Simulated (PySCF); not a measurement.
# C3H4: magnetic properties

Aim: compute the magnetic properties of C3H4 (`C1=CC1`).

Computed with PySCF 2.14.0 and routines of our own; the level stands in each step. Atoms count from 0.

## Step 1: The system as given

7 atoms, charge 0, multiplicity 1; geometry from: GFN2-xTB.

## Step 2: Optimising the geometry at PBE0-D3(BJ)/def2-SVP

The job: settings as JSON, then the geometry in Å.

```
{"job": {"xc": "PBE0", "basis": "def2-SVP", "d3": "d3bj", "grid": 1, "kind": "geom"}, "charge": 0, "multiplicity": 1}
C     -0.585676     0.660949    -0.076338
C     -0.619717    -0.630654     0.033841
C      0.749129    -0.017095     0.018171
H     -1.073668     1.598857    -0.171728
H     -1.156011    -1.544497     0.098314
H      1.320500     0.046120     0.938546
H      1.368776    -0.108774    -0.867884
```

Run with:

```console
$ OMP_NUM_THREADS=1 python excited_run.py task.json out
```

One launch serves the whole session: the jobs run in the order shown.

The log of the run:

```text
step   0  E = -116.39420604  max force = 0.016918
step   1  E = -116.39550416  max force = 0.003326
step   2  E = -116.39552187  max force = 0.000432
step   3  E = -116.39552217  max force = 0.000088
optimisation converged
```

Wall time 3.1 s (1 thread of Arm Neoverse V1, shared host); peak memory 0.3 GiB.

Along the way:

| step | energy from step 0 (eV) | largest force component (eV/Å) |
| --- | --- | --- |
| 0 | 0.0000 | 0.8700 |
| 1 | -0.0353 | 0.1710 |
| 2 | -0.0358 | 0.0222 |
| 3 | -0.0358 | 0.0045 |

Close pairs (by a distance rule), those that changed most:

| bond | before (Å) | after (Å) | change (Å) |
| --- | --- | --- | --- |
| C1–H4 | 1.062 | 1.087 | +0.025 |
| C0–H3 | 1.062 | 1.087 | +0.025 |
| C2–H6 | 1.085 | 1.102 | +0.017 |
| C2–H5 | 1.085 | 1.102 | +0.017 |
| C1–C2 | 1.500 | 1.500 | -0.000 |
| C0–C1 | 1.297 | 1.297 | -0.000 |
| C0–C2 | 1.500 | 1.500 | -0.000 |

The end geometry stands in the next job.

| at the end point | value |
| --- | --- |
| point group (found at 0.08 Å tolerance) | C2v |
| rotational constants (GHz, main isotopes) | 29.930, 22.066, 13.889 |
| dipole moment (D) | 0.53 |

## Step 3: Magnetic properties: GIAO B3LYP/cc-pVDZ

The job: settings as JSON, then the geometry in Å.

```
{"job": {"kind": "mag", "xc": "B3LYP", "basis": "cc-pVDZ"}, "charge": 0, "multiplicity": 1}
C     -0.572189     0.682893    -0.087971
C     -0.609367    -0.608394     0.024342
C      0.760874     0.001953     0.009808
H     -1.087680     1.634697    -0.185378
H     -1.178273    -1.532170     0.088725
H      1.342803     0.066271     0.943518
H      1.395600    -0.094004    -0.886023
```

Level: GIAO B3LYP/cc-pVDZ magnetisability, rotational g tensor and spin-rotation constants, non-relativistic, gas phase.

The log of the run:

```text
coarse grid: 5744 points
cycle   1  E = -116.5904679931  dE =  3.995e-01  |g| = 2.844e-01  |ddm| = 5.004e+00
cycle   2  E = -116.5855054361  dE =  4.963e-03  |g| = 3.239e-01  |ddm| = 1.249e+00
cycle   3  E = -116.6145448705  dE = -2.904e-02  |g| = 2.225e-02  |ddm| = 6.382e-01
cycle   4  E = -116.6146222826  dE = -7.741e-05  |g| = 1.267e-02  |ddm| = 4.913e-02
cycle   5  E = -116.6146618616  dE = -3.958e-05  |g| = 2.633e-03  |ddm| = 2.393e-02
cycle   6  E = -116.6146638288  dE = -1.967e-06  |g| = 1.171e-04  |ddm| = 4.671e-03
final grid: 55112 points
cycle   7  E = -116.6245529714  dE = -8.449e-06  |g| = 3.766e-03  |ddm| = 2.771e-02
cycle   8  E = -116.6245518083  dE =  1.163e-06  |g| = 4.350e-03  |ddm| = 1.568e-02
cycle   9  E = -116.6245570030  dE = -5.195e-06  |g| = 2.306e-04  |ddm| = 8.326e-03
cycle  10  E = -116.6245570140  dE = -1.102e-08  |g| = 1.071e-04  |ddm| = 5.030e-04
cycle  11  E = -116.6245570166  dE = -2.634e-09  |g| = 3.642e-05  |ddm| = 1.809e-04
cycle  12  E = -116.6245570169  dE = -3.094e-10  |g| = 1.170e-05  |ddm| = 6.126e-05
converged SCF energy = -116.6245570169

Magnetisability tensor (1e-30 J/T^2)
     -409.68        3.47        6.47
        3.47     -311.29      -29.46
        6.47      -29.46     -646.43
isotropic -455.80   principal values    -649.19   -409.57   -308.63
isotropic susceptibility -27.449 1e-6 cm^3/mol

Inertial axes            a          b          c
rot. const./GHz     29.9301    22.0660    13.8893
chi total           -24.665    -18.586    -39.095
chi diamagnetic     -81.835    -99.220   -132.720
chi paramagnetic     57.171     80.634     93.625
quadrupole/D A       -0.580      2.150     -1.570
g nuclear            0.7032     0.6820     0.6622
g electronic        -0.8039    -0.8359    -0.6109
g total             -0.1007    -0.1539     0.0512

Spin-rotation constants (kHz, H = +C I.J)
atom  isotope        aa         bb         cc
  3     1H       -0.945      0.976     -1.579
  4     1H       -0.950      0.979     -1.579
  5     1H       -1.424     -2.289     -0.525
  6     1H       -1.421     -2.289     -0.526
  0    13C*      13.507      5.886      1.238
  2    13C*       5.842      3.043      0.100
* in the singly substituted isotopologue
```

It took 3.2 s on 1 thread of Arm Neoverse V1, shared host; peak memory 0.34 GiB.

Key values:

| quantity | value |
| --- | --- |
| magnetisability | -456·10⁻³⁰ J/T² |
| molar susceptibility | -27.4·10⁻⁶ cm³/mol |
| rotational g (a, b, c) | -0.1007, -0.1539, 0.0512 |

The fields below are evaluated on a grid from the run's orbitals.

Frontier orbitals at B3LYP/cc-pVDZ, with the share of their density that lies nearest to each atom:

| orbital | energy (eV) | lies on |
| --- | --- | --- |
| HOMO | -6.84 | C0, C1 about 32 % each; H5, H6 about 12 % each |
| LUMO | 0.16 | C0, C1 about 36 % each; H3, H4 about 11 % each |

ELF in a plane through or near 5 of the atoms.

Ten even steps from ' ' (0.00) to '@' (1.00):
```
                                                        
                                                        
                                                        
                                --++++--..              
                            ..++%%@@@@@@%%==            
                      ......--%%@@@@@@@@@@##::          
                  ..--======**%%@@@@@@@@@@##::          
                ..::++**%%%%##++**@@@@%%**::            
              ..--++**##%%@@==****--**==::              
              ::++++..::--##**==**%%##==::              
              ::++++..==--##**==**%%##==::              
              ..--==**##%%@@++====--**==::              
                ..::++**%%%%##++**@@@@%%**::            
                  ..--======**%%@@@@@@@@@@##::          
                      ......--%%@@@@@@@@@@##::          
                            ..++%%@@@@@@%%==            
                                --==++--..              
                                                        
                                                        
                                                        
```
The map spans 7.9 Å across and 8.4 Å up, centred on the molecule. Atoms in the plane (x, y in Å): C0 (0.6, 0.6), C1 (0.6, -0.6), C2 (-0.8, 0.0), H3 (1.1, 1.6), H4 (1.1, -1.6).

On the surface of density 0.002 e/bohr³ the electrostatic potential runs, from the 1st to the 99th percentile, from -0.46 V near C0 to 1.04 V near H4.

## Step 4: Magnetic properties: GIAO B3LYP/6-31G

Settings changed since step 3:

```diff
@@ -1,2 +1,2 @@
-{"job": {"kind": "mag", "xc": "B3LYP", "basis": "cc-pVDZ"}, "charge": 0, "multiplicity": 1}
+{"job": {"kind": "mag", "xc": "B3LYP", "basis": "6-31G"}, "charge": 0, "multiplicity": 1}
 C     -0.572189     0.682893    -0.087971
```

With the program's defaults for keys left out, this is: GIAO B3LYP/6-31G magnetisability, rotational g tensor and spin-rotation constants, non-relativistic, gas phase.

The log of the run:

```text
coarse grid: 5744 points
cycle   1  E = -116.5866329628  dE =  4.088e-01  |g| = 2.558e-01  |ddm| = 2.451e+00
cycle   2  E = -116.5862569769  dE =  3.760e-04  |g| = 2.660e-01  |ddm| = 6.216e-01
cycle   3  E = -116.6066898411  dE = -2.043e-02  |g| = 2.053e-02  |ddm| = 3.790e-01
cycle   4  E = -116.6067604807  dE = -7.064e-05  |g| = 1.178e-02  |ddm| = 2.577e-02
cycle   5  E = -116.6067979490  dE = -3.747e-05  |g| = 8.728e-04  |ddm| = 1.507e-02
cycle   6  E = -116.6067982155  dE = -2.665e-07  |g| = 1.717e-04  |ddm| = 2.327e-03
final grid: 55112 points
cycle   7  E = -116.5829588409  dE = -3.148e-06  |g| = 3.481e-03  |ddm| = 8.635e-03
cycle   8  E = -116.5829585439  dE =  2.970e-07  |g| = 3.664e-03  |ddm| = 9.844e-03
cycle   9  E = -116.5829623899  dE = -3.846e-06  |g| = 3.212e-04  |ddm| = 5.054e-03
cycle  10  E = -116.5829624162  dE = -2.622e-08  |g| = 7.088e-05  |ddm| = 3.387e-04
cycle  11  E = -116.5829624171  dE = -9.581e-10  |g| = 3.898e-05  |ddm| = 9.055e-05
cycle  12  E = -116.5829624175  dE = -4.038e-10  |g| = 1.071e-06  |ddm| = 3.917e-05
converged SCF energy = -116.5829624175

Magnetisability tensor (1e-30 J/T^2)
     -411.93        3.05        6.48
        3.05     -328.13      -28.10
        6.48      -28.10     -647.76
isotropic -462.61   principal values    -650.40   -411.81   -325.60
isotropic susceptibility -27.859 1e-6 cm^3/mol

Inertial axes            a          b          c
rot. const./GHz     29.9301    22.0660    13.8893
chi total           -24.800    -19.608    -39.168
chi diamagnetic     -81.776    -98.878   -132.534
chi paramagnetic     56.976     79.270     93.366
quadrupole/D A       -0.347      1.901     -1.554
g nuclear            0.7032     0.6820     0.6622
g electronic        -0.8012    -0.8217    -0.6092
g total             -0.0979    -0.1397     0.0529

Spin-rotation constants (kHz, H = +C I.J)
atom  isotope        aa         bb         cc
  3     1H       -1.181      0.855     -1.700
  4     1H       -1.185      0.858     -1.700
  5     1H       -1.510     -2.418     -0.593
  6     1H       -1.507     -2.418     -0.594
  0    13C*      13.236      5.745      1.170
  2    13C*       5.789      2.848      0.025
* in the singly substituted isotopologue
```

Wall time 1.3 s (1 thread of Arm Neoverse V1, shared host); peak memory 0.34 GiB.

In short:

| quantity | value |
| --- | --- |
| magnetisability | -463·10⁻³⁰ J/T² |
| molar susceptibility | -27.9·10⁻⁶ cm³/mol |
| rotational g (a, b, c) | -0.0979, -0.1397, 0.0529 |

## Step 5: Magnetic properties: GIAO B3LYP/MINI

Settings changed since step 4:

```diff
@@ -1,2 +1,2 @@
-{"job": {"kind": "mag", "xc": "B3LYP", "basis": "6-31G"}, "charge": 0, "multiplicity": 1}
+{"job": {"kind": "mag", "xc": "B3LYP", "basis": "MINI"}, "charge": 0, "multiplicity": 1}
 C     -0.572189     0.682893    -0.087971
```

With the program's defaults for keys left out, this is: GIAO B3LYP/MINI magnetisability, rotational g tensor and spin-rotation constants, non-relativistic, gas phase.

The log of the run:

```text
coarse grid: 5744 points
cycle   1  E = -115.6100464458  dE =  5.522e-01  |g| = 8.435e-02  |ddm| = 4.041e+00
cycle   2  E = -115.6124618003  dE = -2.415e-03  |g| = 5.463e-02  |ddm| = 2.921e-01
cycle   3  E = -115.6134177131  dE = -9.559e-04  |g| = 1.675e-02  |ddm| = 1.215e-01
cycle   4  E = -115.6135099937  dE = -9.228e-05  |g| = 1.996e-03  |ddm| = 2.949e-02
cycle   5  E = -115.6135115530  dE = -1.559e-06  |g| = 3.043e-04  |ddm| = 4.907e-03
final grid: 55112 points
cycle   6  E = -115.6111083342  dE = -1.156e-06  |g| = 7.604e-04  |ddm| = 4.673e-03
cycle   7  E = -115.6111083369  dE = -2.642e-09  |g| = 7.803e-04  |ddm| = 2.719e-03
cycle   8  E = -115.6111085354  dE = -1.985e-07  |g| = 1.481e-04  |ddm| = 1.372e-03
cycle   9  E = -115.6111085421  dE = -6.681e-09  |g| = 4.754e-05  |ddm| = 2.735e-04
cycle  10  E = -115.6111085428  dE = -7.264e-10  |g| = 4.685e-06  |ddm| = 7.661e-05
converged SCF energy = -115.6111085428

Magnetisability tensor (1e-30 J/T^2)
     -494.50        1.96        5.86
        1.96     -446.13      -22.82
        5.86      -22.82     -705.41
isotropic -548.68   principal values    -707.57   -494.37   -444.10
isotropic susceptibility -33.042 1e-6 cm^3/mol

Inertial axes            a          b          c
rot. const./GHz     29.9301    22.0660    13.8893
chi total           -29.772    -26.744    -42.611
chi diamagnetic     -87.974   -105.310   -138.711
chi paramagnetic     58.202     78.565     96.100
quadrupole/D A       -0.468      2.178     -1.710
g nuclear            0.7032     0.6820     0.6622
g electronic        -0.8184    -0.8145    -0.6271
g total             -0.1152    -0.1324     0.0351

Spin-rotation constants (kHz, H = +C I.J)
atom  isotope        aa         bb         cc
  3     1H       -1.444      0.591     -1.894
  4     1H       -1.449      0.594     -1.893
  5     1H       -1.808     -2.866     -0.704
  6     1H       -1.805     -2.867     -0.706
  0    13C*      10.730      4.971      0.395
  2    13C*       5.044      2.157     -0.803
* in the singly substituted isotopologue
```

Wall time 0.89 s (1 thread of Arm Neoverse V1, shared host); peak memory 0.34 GiB.

From this job:

| quantity | value |
| --- | --- |
| magnetisability | -549·10⁻³⁰ J/T² |
| molar susceptibility | -33.0·10⁻⁶ cm³/mol |
| rotational g (a, b, c) | -0.1152, -0.1324, 0.0351 |

[end of part 1 of 2]
